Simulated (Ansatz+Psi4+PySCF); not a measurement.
The numbers below are computed, except where a source is named.
This PySCF input gave a total energy of -559.34774 hartree.

```python
from pyscf import gto, scf, mp

# the (T+d) and (D+d) sets load through basis_set_exchange
mol = gto.M(atom="""
F 0.000000 0.000000 -1.084790
Cl 0.000000 0.000000 0.574300
""", basis={'Cl': 'cc-pv(t+d)z', 'F': 'cc-pvtz'}, charge=0, spin=0)
mf = scf.RHF(mol)
mf.kernel()
pt = mp.MP2(mf, frozen=6).run()
print(mf.e_tot, pt.e_corr, pt.e_tot)
```

Task: Write an input for Psi4 with the same method and basis set.

Result:

```
molecule {
0 1
F 0.000000 0.000000 -1.084790
Cl 0.000000 0.000000 0.574300
}

basis {
assign Cl cc-pV(T+d)Z
assign F cc-pVTZ
}
set reference rhf
set scf_type pk
set mp2_type conv
set cc_type conv
set num_frozen_docc 6
energy('mp2')
```

Psi4 1.11 gave -559.34774 hartree, 0.00 meV from the first.
